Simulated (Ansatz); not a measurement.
# BH5N: the cost of one run

Program: Ansatz 0.2.0. Level of theory: UKS PBE-D4/def2-mTZVP. These are calculated values, not measurements.

### Step 1. The starting structure

Bond lengths: B1–N3 1.550 Å, N3–H4 1.060 Å, N3–H5 1.060 Å, B1–H6 1.190 Å. Angles: B1–N3–H4 120.0°, B1–N3–H5 120.0°, H4–N3–H5 120.0°, N3–B1–H6 120.0°.

As a file:

```xyz
7

B     0.0000    0.0000    0.0000
H     0.0000    0.0000    1.4400
N     1.3423    0.0000   -0.7750
H     1.8089   -0.9179   -1.0268
H     1.7937    0.9179   -1.0532
H    -1.0305    0.0000   -0.5950
H     0.0000    0.0000    2.4000
```

### Step 2. Pulling towards end A

Springs on the bonds that form and break draw the guess towards this end; the thresholds are loose.

Contents of input.yaml:

```yaml
crystal:
  periodic: [false, false, false]
  atoms:
    - { symbol: B, position_ang: [0.0, 0.0, 0.0] }
    - { symbol: H, position_ang: [0.0, 0.0, 1.44] }
    - { symbol: "N", position_ang: [1.3423, 0.0, -0.775] }
    - { symbol: H, position_ang: [1.8089, -0.9179, -1.0268] }
    - { symbol: H, position_ang: [1.7937, 0.9179, -1.0532] }
    - { symbol: H, position_ang: [-1.0305, 0.0, -0.595] }
    - { symbol: H, position_ang: [0.0, 0.0, 2.4] }
magnetization:
  spin_polarized: true
  initial_magnetization: 1
basis:
  gaussian: { orbitals: def2-mTZVP }
hamiltonian:
  xc: pbe
  dispersion: d4
relax:
  f_tol: 0.15
  max_steps: 25
  restrain:
    - { distance: [1, 6], at: 1.86, k: 30.0 }
    - { distance: [0, 1], at: 1.19, k: 30.0 }
```

Started as:

```sh
ansatz run input.yaml --threads 1 --pin off --max-ram 2048MiB --backend cpu --events-out ev --progress --plain --runs-dir out
```

**Question.** How long does this run take on 1 thread of Arm Neoverse V2, shared host, and how much memory does it need?

About 14 s, with a peak of 0.12 GiB.
